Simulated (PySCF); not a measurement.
# AlHF (SMILES [F][AlH]) at UCCSD(T)/STO-3G

Aim: the energy change on altering one bond length of AlHF at UCCSD(T)/STO-3G, from 2 runs. 

The calculation is run with PySCF 2.14.0.

9 further runs of the same task are left out: 9 set aside as unsound or not needed.

### 1 The system as given

The species is AlHF (3 atoms), meant as a doublet with charge 0. As SMILES, `[F][AlH]`. Geometry: relaxed at PBE0-D4/def2-TZVP.

Bond lengths: F1–Al2 1.656 Å, Al2–H3 1.607 Å. Angles: F1–Al2–H3 115.5°.

### 2 A single-point energy at UCCSD(T)/STO-3G

calc.py reads:

```python
from pyscf import gto, cc

molecule = gto.M(
    atom='''
F      1.714171     1.687903     1.106624
Al    -0.817307     0.600933    -0.377000
H     -0.917273    -2.411480    -0.754568
''',
    max_memory=1860,
    basis='sto-3g',
    unit='bohr',
    verbose=4,
    spin=1,
)

mf = molecule.UHF()
mf.conv_tol = 1e-10
mf.kernel()
if not mf.converged:
    mf = mf.newton().run(mf.mo_coeff, mf.mo_occ)

mycc = cc.CCSD(mf, frozen=6)
mycc.kernel()
e_t = mycc.ccsd_t()
energy = mycc.e_tot + e_t
print('E(%s) = %.9f' % ('CCSD(T)', energy))
```

Launch:

```bash
OMP_NUM_THREADS=1 python calc.py
```

The log of the run:

```text
PySCF version 2.14.0

[INPUT] num. atoms = 3
[INPUT] num. electrons = 23
[INPUT] charge = 0
[INPUT] spin (= nelec alpha-beta = 2S) = 1
[INPUT] symmetry False subgroup None
[INPUT] Mole.unit = bohr
[INPUT] Symbol           X                Y                Z      unit          X                Y                Z       unit  Magmom
[INPUT]  1 F      0.907100228820   0.893199801844   0.585600201857 AA    1.714171000000   1.687903000000   1.106624000000 Bohr   0.0
[INPUT]  2 Al    -0.432500238725   0.318000048890  -0.199499808517 AA   -0.817307000000   0.600933000000  -0.377000000000 Bohr   0.0
[INPUT]  3 H     -0.485399967792  -1.276100260589  -0.399300189689 AA   -0.917273000000  -2.411480000000  -0.754568000000 Bohr   0.0

nuclear repulsion = 43.3969386997183
number of shells = 9
number of NR pGTOs = 45
number of NR cGTOs = 15
basis = sto-3g
ecp = {}

[... 69 lines left out ...]
converged SCF energy = -337.588423607512  <S^2> = 0.75989865  2S+1 = 2.0098743
[... 12 lines left out ...]
Init t2, MP2 energy = -0.0381488626175689
[... 15 lines left out ...]
UCCSD converged
[... 2 lines left out ...]
E(CCSD(T)) = -337.643362831
```

Wall time 1.2 s (1 thread of Arm Neoverse N1, shared host); peak memory 0.12 GiB.

### 3 The distorted shape

job.py reads:

```python
from pyscf import gto, cc

mol = gto.Mole()
mol.atom = [
    ('F', (0.970581, 2.806145, 0.825363)),
    ('Al', (-0.369019, 2.230945, 0.040263)),
    ('H', (-0.485400, -1.276100, -0.399300)),
]
mol.max_memory = 1860
mol.verbose = 3
mol.basis = 'sto-3g'
mol.spin = 1
mol.build()

mf = mol.UHF()
mf.conv_tol = 1e-10
mf.kernel()
if not mf.converged:
    mf = mf.newton().run(mf.mo_coeff, mf.mo_occ)

mycc = cc.CCSD(mf, frozen=6)
mycc.kernel()
e_t = mycc.ccsd_t()
energy = mycc.e_tot + e_t
print('E = %.10f Eh' % energy)
```

Launch:

```bash
OMP_NUM_THREADS=1 python job.py
```

The log of the run:

```text
converged SCF energy = -337.508181728672  <S^2> = 0.75007381  2S+1 = 2.0000738
E(UCCSD) = -337.5633874183259  E_corr = -0.05520568965348679
UCCSD(T) correction = -0.00544021765459281
E = -337.5688276360 Eh
```

It took 1.2 s on 1 thread of Arm Neoverse N1, shared host; peak memory 0.12 GiB.

### 4 Results

At UCCSD(T)/STO-3G, 6 core orbitals frozen:

```
                                                                   quantity          value
                                                  first shape: total energy  -337.64336 Eh
                          first shape: dipole moment (Hartree–Fock density)         2.11 D
    first shape: HOMO energy (Hartree–Fock orbitals) (highest over α and β)       -4.72 eV
     first shape: LUMO energy (Hartree–Fock orbitals) (lowest over α and β)        7.52 eV
                   first shape: correlation energy (6 core orbitals frozen)      -54.9 mEh
                                                first shape: (T) correction      -4.02 mEh
                             first shape: ⟨S²⟩ of the reference determinant          0.760
                                                 first shape: T1 diagnostic          0.021
                                              distorted shape: total energy  -337.56883 Eh
                      distorted shape: dipole moment (Hartree–Fock density)         1.32 D
distorted shape: HOMO energy (Hartree–Fock orbitals) (highest over α and β)       -4.59 eV
 distorted shape: LUMO energy (Hartree–Fock orbitals) (lowest over α and β)        8.13 eV
               distorted shape: correlation energy (6 core orbitals frozen)      -60.6 mEh
                                            distorted shape: (T) correction      -5.44 mEh
                         distorted shape: ⟨S²⟩ of the reference determinant          0.750
                                             distorted shape: T1 diagnostic          0.020
         energy change with the Al2–H3 bond stretched from 1.607 to 3.536 Å       2.028 eV
```

With the Al2–H3 bond stretched from 1.607 to 3.536 Å the energy rises by 2.03 eV (47 kcal/mol). The first shape isn't relaxed at this level, so the change isn't measured from a minimum. The minimal basis adds a large error of its own. Mulliken charges (first shape) of the mean-field density run from -0.39 on F1 to +0.69 on Al2. The triples (first shape) make up 7.3 % of the correlation energy. The triples (distorted shape) make up 9.0 % of the correlation energy.
